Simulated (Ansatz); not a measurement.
This script makes the interaction energy of a dimer with the counterpoise correction of C2H3Cl, SMILES C=CCl with Ansatz's Python interface.

`dimer_c2h3cl.py`:
```python
# -*- coding: utf-8 -*-
"""Binding of a C2H3Cl dimer at a trial geometry."""

import logging
import sys

import ansatz as az

logging.basicConfig(stream=sys.stdout, format="%(levelname)s %(message)s")
log = logging.getLogger("c2h3cl")
log.setLevel(logging.INFO)

FIRST = [
    ("C", (-0.4389, 0.1682, -0.5154)),
    ("C", (0.3759, -0.0078, 0.4604)),
    ("Cl", (0.8538, -1.5727, 0.9056)),
    ("H", (-0.8443, -0.594, -1.0993)),
    ("H", (-0.783, 1.2155, -0.8066)),
    ("H", (0.8364, 0.791, 1.0553)),
]
SECOND = [
    ("C", (-1.6117, -5.491, 0.0288)),
    ("C", (-1.2049, -4.301, -0.2275)),
    ("Cl", (-0.0325, -4.0356, -1.4235)),
    ("H", (-1.2861, -6.3514, -0.461)),
    ("H", (-2.3829, -5.6805, 0.8469)),
    ("H", (-1.5702, -3.3868, 0.257)),
]

def energy(atoms, ghosts=()):
    molecule = az.Crystal.molecule()
    for symbol, xyz in atoms:
        molecule = molecule.atom(symbol, xyz)
    calc = (
        molecule.calculation()
        .basis(gaussian="cc-pVDZ")
        .functional("pbe0")
    )
    deck = calc.input()
    if ghosts:
        deck = deck.set(az.key.basis.gaussian.ghost_atoms, [{"symbol": s, "position_ang": list(xyz)} for s, xyz in ghosts])
    return az.Session.from_dict(deck).plan().execute().report["free_energy_ev"]

# monomers in their own basis and in the basis of the dimer
both = energy(FIRST + SECOND)
alone = energy(FIRST) + energy(SECOND)
ghosted = energy(FIRST, SECOND) + energy(SECOND, FIRST)
log.info(f"dimer {both:.6f} eV")
log.info(f"interaction, uncorrected   {96.485332 * (both - alone):8.3f} kJ/mol")
log.info(f"interaction, counterpoise  {96.485332 * (both - ghosted):8.3f} kJ/mol")
log.info(f"basis-set superposition    {96.485332 * (alone - ghosted):8.3f} kJ/mol")
```

How large is the interaction at this pose, and how much of it is basis-set superposition?

Uncorrected it is -0.157 kJ/mol, with the counterpoise correction 2.450 kJ/mol; the difference, 2.61 kJ/mol, is the superposition error. The sign changes with the correction, so this basis doesn't settle it.

The run itself:

```console
$ python dimer_c2h3cl.py
INFO dimer -29276.171056 eV
INFO interaction, uncorrected     -0.157 kJ/mol
INFO interaction, counterpoise     2.450 kJ/mol
INFO basis-set superposition       2.607 kJ/mol
```

Caveats:
- Total energies depend on the basis set; only differences at equal settings carry meaning.
- The dimer is a generated trial pose of unrelaxed monomers, not a minimum, so the figure is no binding energy, and the basis set is small.
- This level lacks the dispersion part of the attraction (electrostatics and induction are there), which can decide the sign where the interaction is weak.
- Wall time of the script: 11 s on 1 thread of Arm Neoverse V2 (shared host), peak memory 0.32 GiB.
